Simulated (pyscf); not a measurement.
Elementary routes open to HO–Si(Cl)(Cl)–Cl (SMILES O[Si](Cl)(Cl)Cl) + HF (SMILES F) in the gas phase (singlet surface):
A. HO–Si(F)(Cl)–Cl (SMILES O[Si](F)(Cl)Cl) + HCl (SMILES Cl) (Cl–Si, F–H broken; F–Si, Cl–H formed)
B. H₂O (SMILES O) + F–Si(Cl)(Cl)–Cl (SMILES F[Si](Cl)(Cl)Cl) (O–Si, F–H broken; H–O, F–Si formed)

Optimised with ωB97X-D3(BJ)/def2-SVP in PySCF.

Question: Rank the routes by free-energy barrier at 900 K, lowest first, for ωB97M-D3(BJ)/def2-TZVP energies (ideal gas, 1 atm, RRHO with modes under 100 cm⁻¹ raised to 100, one conformer, R ln 2 for chiral ones without a mode under 150 cm⁻¹).

Answer: B (2.28 eV), A (2.60 eV)

Route B is the fastest of these, ahead of the next by 0.32 eV. The most stable products are those of A (ΔG = -0.60 eV), whose barrier is 0.32 eV higher: the kinetic and the thermodynamic product differ. At 298 K B is still the fastest. A: On the reactant side the descent ends in a complex, 0.28 eV under the separated species and 1.50 eV under the saddle at ωB97X-D3(BJ)/def2-TZVP. B: On the reactant side the descent ends in a complex, 0.22 eV under the separated species and 1.05 eV under the saddle at ωB97X-D3(BJ)/def2-TZVP. Only these routes are compared; each barrier is that of the saddle found, and lower ones may exist.
